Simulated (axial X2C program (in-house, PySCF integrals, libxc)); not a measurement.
**MgH⁻: cheaper levels and CCSD(T), 2c**

Calculated with an in-house all-electron X2C program for linear molecules (integrals from PySCF). Two-component (2c) means X2C with spin–orbit coupling and atomic mean-field two-electron Coulomb and Gaunt terms. Basis: Mg dyall-av3z [10s9p6d4f], H dyall-av3z [7s3p2d] (cores contracted in-house); Gaussian nuclei, density fitting, unrestricted open shells. Masses: Mg 23.985 u, H 1.008 u.

State: Ω = 0 (closed shell); fragments Mg + H-.

```tsv
level	Re (Å)	ωe (cm⁻¹)	De (eV)
PBE0	1.871	1101.0	1.54
HF	1.856	1163.8	1.48
MP2	1.860	1147.4	1.55
CCSD	1.869	1118.2	1.46
PBEsol	1.884	1061.2	1.52
```

Correlated methods: 4 electrons correlated (number of frozen shells: Mg 2 s, 1 p; H none), 224 virtual spin orbitals or spinors in MP2, 88 natural virtuals in coupled cluster.

CCSD(T), same Hamiltonian and basis:

Re = 1.870 Å, ωe = 1114.6 cm⁻¹, De = 1.50 eV; T1 = 0.026 (Lee–Taylor normalisation).

**Question.** Give the differences from CCSD(T) in the columns below.

**Answer.** 

```json
{"level": "PBE0", "ΔRe (Å)": "0.001", "Δωe (cm⁻¹)": "-14", "ΔDe (eV)": "0.04"}
{"level": "HF", "ΔRe (Å)": "-0.014", "Δωe (cm⁻¹)": "49", "ΔDe (eV)": "-0.02"}
{"level": "MP2", "ΔRe (Å)": "-0.010", "Δωe (cm⁻¹)": "33", "ΔDe (eV)": "0.05"}
{"level": "CCSD", "ΔRe (Å)": "-0.001", "Δωe (cm⁻¹)": "4", "ΔDe (eV)": "-0.04"}
{"level": "PBEsol", "ΔRe (Å)": "0.014", "Δωe (cm⁻¹)": "-53", "ΔDe (eV)": "0.02"}
```

One determinant describes the state; a PBE0 search over occupations chose it and may have missed a lower one. De is counted from the lowest determinant-based energies of the atoms at the same level, without counterpoise correction. Coupled cluster ran in a truncated set of natural virtual spinors; the MP2 energy of the rest was added. (T) has no such correction and the atoms are truncated less, which lowers De at CCSD(T) by a hundredth of an eV or more. The highest occupied level of some functionals is positive through self-interaction error; at Hartree–Fock it is bound. The T1 diagnostic is large, a sign of multireference character. Hartree–Fock gets electron affinities wrong, so its lowest charge split need not be the true one.
